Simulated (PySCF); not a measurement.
System: CH3S (charge -1, singlet). SMILES of the parent species: C[S]
Structure (B3LYP-D3(BJ)/def2-TZVP (Ansatz) minimum search):
```xyz
5

C     -1.1217    -0.0648    -0.0032
S      0.7089     0.0409     0.0020
H     -1.4983    -0.7277    -0.7953
H     -1.5192    -0.4532     0.9454
H     -1.5950     0.9146    -0.1633
```
Charge -1, spin multiplicity 1.

Dispersion corrections to the total energy (kcal/mol) from the dftd3 and dftd4 libraries through PySCF: D3(BJ) without and D4 with the three-body term, each with the damping fitted for the functional named.

```csv
functional,D3(BJ),D4
TPSSh,(withheld),-2.09
B3LYP,(withheld),-2.78
TPSS,-1.84,-2.33
BLYP,-3.22,-3.99
LC-wPBE,-1.32,-1.90
HF,-14.21,-7.16
CAM-B3LYP,-1.07,(withheld)
```

Problem. Fill in the missing entries.

Solution. 
- TPSSh, D3(BJ): -1.66
- B3LYP, D3(BJ): -2.61
- CAM-B3LYP, D4: -1.39
